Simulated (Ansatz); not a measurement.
# CHN (singlet): wave-function methods side by side at distance N1–C2 = 1.032 Å, 6-31G

How much of the correlation energy of CHN (singlet) does each wave-function method recover here?

Program: Ansatz 0.2.0, Gaussian basis. Level of theory: 6-31G, core rule «outside noble gas», up to 2 orbitals frozen. These are calculated values, not measurements.

The runs, in order: UHF; CCSD(T) on RHF; BCCD(T) on RHF; CISD; CCSDT(Q) on RHF; CISDTQ; CCSDTQ on RHF; CASSCF and MRCISD+Q, 2 electrons in 2 orbitals; CASSCF and NEVPT2, 2 electrons in 2 orbitals; CASSCF and MRCISD+Q, 10 electrons in 9 orbitals; CASSCF and NEVPT2, 10 electrons in 9 orbitals; Full CI.

27 further runs of the same task are left out: 1 for a known fault of the program, 23 that didn't finish, 3 set aside as unsound or not needed.

### 1 What is computed

The geometry derives from a PBE0/def2-TZVP stationary point (not a proven minimum). One bond is set to the value named and the two fragments are kept rigid.

3 atoms, charge 0, spin multiplicity 1.

Atoms are counted from 1 here; the program's logs count them from 0.

Bond lengths: N1–C2 1.032 Å, C2–H3 1.069 Å. Angles: N1–C2–H3 180.0°.

### 2 UHF

Contents of in.yaml:

```yaml
crystal:
  periodic: [false, false, false]
  atoms:
    - {symbol: N, position_ang: [0.000000, 0.000000, -1.044242]}
    - {symbol: C, position_ang: [0.000000, 0.000000, -0.012242]}
    - {symbol: H, position_ang: [0.000000, 0.000000, 1.056483]}
basis:
  gaussian: {orbitals: 6-31G}
magnetization: {spin_polarized: true, initial_magnetization: 0}
hamiltonian: {xc: hf}
output: {orbitals: {seedname: orbitals}}
```

On the command line:

```bash
ansatz run in.yaml --threads 1 --pin off --events-out ev --progress --plain --max-ram 2393MiB
```

After this run come: CCSD(T) on RHF; BCCD(T) on RHF; CISD; CCSDT(Q) on RHF; CISDTQ; CCSDTQ on RHF; CASSCF and MRCISD+Q, 2 electrons in 2 orbitals; CASSCF and NEVPT2, 2 electrons in 2 orbitals; CASSCF and MRCISD+Q, 10 electrons in 9 orbitals; CASSCF and NEVPT2, 10 electrons in 9 orbitals; Full CI.

**Question.** What will the summary of the whole plan be? Wanted: FCI below the RHF energy; RMP2 from FCI; RCCSD from FCI; RCCSD(T) from FCI; RCCSDT(Q) from FCI; NEVPT2 pair from FCI; MRCISD+Q pair from FCI; NEVPT2 valence from FCI; T1 diagnostic.

The runs gave:

| quantity | value |
| --- | --- |
| FCI below the RHF energy | -5.4220 eV |
| RMP2 from FCI | +357.2 meV |
| RCCSD from FCI | +162.7 meV |
| RCCSD(T) from FCI | +28.1 meV |
| RCCSDT(Q) from FCI | +0.1 meV |
| NEVPT2 pair from FCI | +348.4 meV |
| MRCISD+Q pair from FCI | +97.2 meV |
| NEVPT2 valence from FCI | +409.5 meV |
| levels within 1 kcal/mol (43 meV) | RCCSD(T), BCCD(T), RCCSDT, CISDTQ, RCCSDT(Q), RCCSDTQ, MRCISD+Q valence |
| T1 diagnostic | 0.010 |
| effectively unpaired electrons | 0.06 |

What this shows: RCCSD(T) lands +28.1 meV from the yardstick (0.5 % of the correlation energy). One determinant dominates. Of the multireference levels listed MRCISD+Q valence comes nearest in total energy (+15.0 meV), which doesn't show that its space is the better one. These misses are within one basis, not against nature.
